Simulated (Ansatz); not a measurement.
**doublet N2O+ at 6 levels**

We compute a comparison of 6 runs (U-r2SCAN0/STO-3G, U-revPBE/STO-3G, USVWN5/STO-3G, RPA@PBE/STO-3G, UBCCD(T)/STO-3G, UCCSDT(Q)/STO-3G) of doublet N2O+. 

The results are computed with Ansatz 0.2.0.

30 further runs of the same task are left out: 6 that didn't finish, 24 set aside as unsound or not needed.

## (1) The structure to begin with

The species is N2O+ (3 atoms), meant as a doublet with charge +1. SMILES of the parent species: `N#[N+][O-]`. Geometry: relaxed at PBE0-D4/def2-TZVP. That shape belongs to the parent species and isn't relaxed for this state.

Bond lengths: N1–N2 1.118 Å, N2–O3 1.174 Å. Angles: N1–N2–O3 180.0°.

## (2) The energy at U-r2SCAN0/STO-3G (run 1)

molecule.yaml

```yaml
basis:
  gaussian:
    orbitals: STO-3G
crystal:
  periodic: [false, false, false]
  atoms:
    - {symbol: N, position_ang: [-0.511700, 1.001300, -0.167900]}
    - {symbol: N, position_ang: [-0.008400, 0.016500, -0.002800]}
    - {symbol: O, position_ang: [0.520100, -1.017800, 0.170700]}
total_charge: 1
magnetization:
  spin_polarized: true
  initial_magnetization: 1
hamiltonian:
  xc: {name: r2SCAN0}
accuracy: high
```

On the command line:

```
ansatz run molecule.yaml --threads 1 --pin off --max-ram 2610MiB --events-out events.jsonl --progress --plain --runs-dir runs
```

Log:

```text
Warning: RAYON_NUM_THREADS=1 ignored (pool sized by the plan → 1); use --threads N
Functional definition: r2SCAN0
  name "r2SCAN0"
  parameter a = 0.25
  parameter k0 = 0.174
  parameter k1 = 0.065
  parameter a1 = 4.9479
  exchange = (1 - a)*r2scan_x(k0 = k0, k1 = k1, a1 = a1) + a*exact_x
  correlation = r2scan_c
252 factors; integrals over basis functions are off by at most 2.3e-8 eV
mean field evaluation 1: about -4941.3579 eV, gradient 1.3e1 eV
mean field evaluation 2: about -4941.0458 eV, gradient 1.7e1 eV
mean field evaluation 4: about -4942.4118 eV, gradient 2.9e0 eV
mean field evaluation 8: about -4942.4495 eV, gradient 2.4e-2 eV
mean field evaluation 16: about -4942.4495 eV, gradient 3.5e-5 eV
mean field evaluation 32: about -4942.4495 eV, gradient 4.1e-5 eV
mean field -4942.44953986 eV, -181.6316704773 hartree, gradient 1.4e-8 eV, S^2 0.781084; 3 other end points of the search recorded, 0 dependent functions left out
reference -4942.44954001 eV, -181.6316704828 hartree; 11, 10 occupied and 4, 5 virtual orbitals, 252 factors
Total energy: -4942.44954001 eV, -181.6316704828 hartree
```

Wall time 33 s (1 thread of Intel Xeon Platinum 8375C at 2.90GHz (Ice Lake), shared host); peak memory 0.19 GiB.

## (3) A single-point energy at U-revPBE/STO-3G (run 2)

input.yaml

```yaml
crystal:
  periodic: [false, false, false]
  atoms:
    - {symbol: N, position_ang: [-0.511700, 1.001300, -0.167900]}
    - {symbol: N, position_ang: [-0.008400, 0.016500, -0.002800]}
    - {symbol: O, position_ang: [0.520100, -1.017800, 0.170700]}
basis:
  gaussian:
    orbitals: STO-3G
hamiltonian:
  xc: {name: revPBE}
total_charge: 1
accuracy: high
magnetization:
  spin_polarized: true
  initial_magnetization: 1
```

On the command line:

```
ansatz run input.yaml --threads 1 --pin off --max-ram 2610MiB --events-out events.jsonl --progress --plain --runs-dir runs
```

Log, shortened:

```text
Warning: RAYON_NUM_THREADS=1 ignored (pool sized by the plan → 1); use --threads N
Functional definition: revPBE
  name "revPBE"
[...]
252 factors; integrals over basis functions are off by at most 2.3e-8 eV
[...]
mean field -4944.28605991 eV, -181.6991613443 hartree, gradient 2.6e-9 eV, S^2 0.757478; 5 other end points of the search recorded, 0 dependent functions left out
reference -4944.28606096 eV, -181.6991613827 hartree; 11, 10 occupied and 4, 5 virtual orbitals, 252 factors
Total energy: -4944.28606096 eV, -181.6991613827 hartree
```

Run time: 39 s. Hardware: 1 thread of Intel Xeon Platinum 8375C at 2.90GHz (Ice Lake), shared host; peak memory 0.12 GiB.

Runs 3 to 5 aren't shown in full; the table further down has their settings and results.

## (4) A single-point energy at UCCSDT(Q)/STO-3G (run 6)

run.yaml

```yaml
basis:
  gaussian: {orbitals: STO-3G}
crystal:
  periodic: [false, false, false]
  atoms:
    - {symbol: N, position_ang: [-0.511700, 1.001300, -0.167900]}
    - {symbol: "N", position_ang: [-0.008400, 0.016500, -0.002800]}
    - {symbol: O, position_ang: [0.520100, -1.017800, 0.170700]}
correlation: {method: ccsdt_q, frozen_orbitals: {"N": 1, O: 1}}
accuracy: high
scf: {omitted_lower_state_checks: [cluster_reference, increment]}
magnetization: {spin_polarized: true, initial_magnetization: 1}
total_charge: 1
```

On the command line:

```
ansatz run run.yaml --threads 1 --pin off --max-ram 2610MiB --events-out events.jsonl --progress --plain --runs-dir runs
```

Log:

```text
Warning: RAYON_NUM_THREADS=1 ignored (pool sized by the plan → 1); use --threads N
[... 14 lines left out ...]
3 core orbitals not correlated: weight in the atoms' cores, before any rotation towards them, 1.000 or more for the frozen orbitals, at most 0.000 for the correlated occupied ones
[... 35 lines left out ...]
Total energy: -4927.23079479 eV, -181.0723919115 hartree
Checks for a lower state left out: cluster_reference, increment
```

Wall time 6 s (1 thread of Intel Xeon Platinum 8375C at 2.90GHz (Ice Lake), shared host); peak memory 0.16 GiB.

## (5) The series

| run | level | frozen core orbitals | energy (Eh) | ⟨S²⟩ | wall time |
| --- | --- | --- | --- | --- | --- |
| 1 | U-r2SCAN0/STO-3G | – | -181.631670 | 0.781 | 33 s |
| 2 | U-revPBE/STO-3G | – | -181.699161 | 0.757 | 39 s |
| 3 | USVWN5/STO-3G | – | -180.298701 | 0.754 | 2.8 s |
| 4 | RPA@PBE/STO-3G | 3 | -181.157931 | 0.757 | 50 s |
| 5 | UBCCD(T)/STO-3G | 3 | -181.069522 | 0.981 | 1.2 s |
| 6 | UCCSDT(Q)/STO-3G | 3 | -181.072392 | 0.981 | 6 s |

## (6) Summary of results

| quantity | value |
| --- | --- |
| run 6: total energy | -181.07239 Eh |
| run 6: correlation energy (3 core orbitals frozen) | -202.8 mEh |
| run 6: ⟨S²⟩ of the reference determinant | 0.981 |
| run 6: T1 diagnostic | 0.046 |

**Reading.** Totals of different functionals can't be ranked against each other. In runs 1, 2, 3, 4, 5, 6 the basis is minimal, so the values are rough. Spin contamination of the reference: run 5 ⟨S²⟩ = 0.98, run 6 ⟨S²⟩ = 0.98. All runs together took 2.2 min, the longest 50 s.
